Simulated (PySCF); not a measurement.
Species: difluorophosphine, F2HP.
SMILES: `FPF`

Computed with PySCF 2.14.0, PBE0-D3(BJ)/def2-SVP geometry optimisation, gas phase.

Masses are those of the commonest isotopes; rigid-rotor values at the optimised geometry. 

Give the principal moments of inertia and the rotational constants in MHz.

Ia = 21.18, Ib = 59.07, Ic = 76.37 u·Å²; 505379 MHz·u·Å²/I gives A = 23857, B = 8555, C = 6618 MHz.

Classify the top.

An asymmetric top. Ray's parameter κ = (2B − A − C)/(A − C) = -0.775; −1 is the prolate and +1 the oblate limit.

Is it planar, by Δ = Ic − Ia − Ib?

Not planar: Δ = Ic − Ia − Ib = -3.89 u·Å². For a rigid frame Δ = −2 Σ m c², so Σ m c² = 1.94 u·Å² lies off the ab plane: 1.84 from hydrogen and 0.11 from heavier atoms. The atom farthest from that plane is 1.35 Å away.

Give the other two planar moments, Paa and Pbb, and the rms extents of the mass along the axes.

Paa = Σ m a² = (Ib + Ic − Ia)/2 = 57.13 and Pbb = Σ m b² = (Ia + Ic − Ib)/2 = 19.24 u·Å². With the mass M = 69.98 u, the rms extents √(P/M) along a, b and c are 0.90, 0.52, 0.17 Å.

Which lines would a microwave search look for?

The dipole components are |μa| = 0.00 D, |μb| = 1.49 D, |μc| = 0.50 D; the mirror of this Cs structure is the bc plane, so μa vanishes by symmetry and there are no a-type lines. Intensities carry the squares of the components, which stand as 1.00 : 0.11 (b : c). Some lines, for components of 0.1 D or more:

```
type  branch         J(Ka,Kc)     MHz  lower level (cm⁻¹)
   c       Q  2(1,2) ← 2(0,2)   13537               1.513
   b       Q  1(1,0) ← 1(0,1)   17239               0.506
   b       Q  2(1,1) ← 2(0,2)   19349               1.513
   b       R  1(1,1) ← 0(0,0)   30475               0.000
   b       R  3(0,3) ← 2(1,2)   31301               1.964
   c       R  1(1,0) ← 0(0,0)   32413               0.000
   b       R  2(1,2) ← 1(0,1)   43711               0.506
   c       R  2(1,1) ← 1(0,1)   49523               0.506
   b       Q  3(2,2) ← 3(1,3)   54728               3.382
   b       R  2(2,1) ← 1(1,0)   78189               1.081
   b       R  2(2,0) ← 1(1,1)   80300               1.017
   c       Q  3(3,1) ← 3(2,1)   80603               5.236
   c       R  3(2,1) ← 2(1,1)   92279               2.158
   b       R  3(3,0) ← 2(2,1)  126986               3.689
```

Estimate the classical rotational partition function at 50 K, 200 K and 500 K.

Point group Cs, symmetry number σ = 1; q = (√π/σ)·√((kT/h)³/(ABC)), k/h = 20836.6 MHz/K: 1620 at 50 K, 13000 at 200 K, 51300 at 500 K.

Whether it is a minimum is left open (no frequencies). No vibrational averaging or centrifugal distortion is included, and the geometry carries the error of its method.
